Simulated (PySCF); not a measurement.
Isomers of C3H7NO, one GFN2-xTB conformer each. Single-point energies are computed at PBE0/pcSseg-1 (PySCF, gas phase, no added dispersion term), electronic only.

Question: Rank them by PBE0/pcSseg-1 energy, lowest first (kcal/mol).
A. `[CH3:1][NH:2][C:3]([CH3:4])=[O:5]` with C1–N2–C3–C4 180°
B. `[CH2:1]=[N:2][CH2:3][O:4][CH3:5]` with C1–N2–C3–O4 12°, N2–C3–O4–C5 81°
C. `[CH3:1][N:2]([CH3:3])[CH:4]=[O:5]` with C1–N2–C4–O5 180°
D. `[CH3:1][CH2:2][NH:3][CH:4]=[O:5]` with C1–C2–N3–C4 115°, C2–N3–C4–O5 3°
E. `[CH3:1][CH2:2][C:3]([NH2:4])=[O:5]` with C1–C2–C3–N4 180°, C2–C3–N4–H 0° and 180°

Answer: E (0.0), A (4.0), D (8.1), C (12.8), B (48.7).

As drawn, the lowest has a C=O bond, an N–H bond and a C(=O)–N unit, which the highest lacks; the highest has a C=N bond, which the lowest lacks. GFN2-xTB itself gives, in the same order: 2.4, 0.0, 4.6, 1.9, 32.5. GFN2-xTB puts CNC(C)=O lowest instead; measured from each level's own lowest isomer, the values differ by up to 16.2 kcal/mol (C=NCOC: 32.5 against 48.7).

Which frontier levels, dipoles and rotational constants go with these structures?

```
  SMILES  HOMO (eV, PBE0/pcSseg-1)  LUMO (eV)  dipole (D)      A, B, C (MHz)
CCC(N)=O                     -7.31       0.95        3.76   9904, 3853, 2873
CNC(C)=O                     -7.22       1.04        3.88   9943, 3932, 2921
  CCNC=O                     -7.38       0.90        3.96  12743, 2980, 2734
CN(C)C=O                     -7.08       0.91        4.13   9177, 4238, 3009
  C=NCOC                     -7.15      -0.22        1.38  10222, 3781, 3187
```
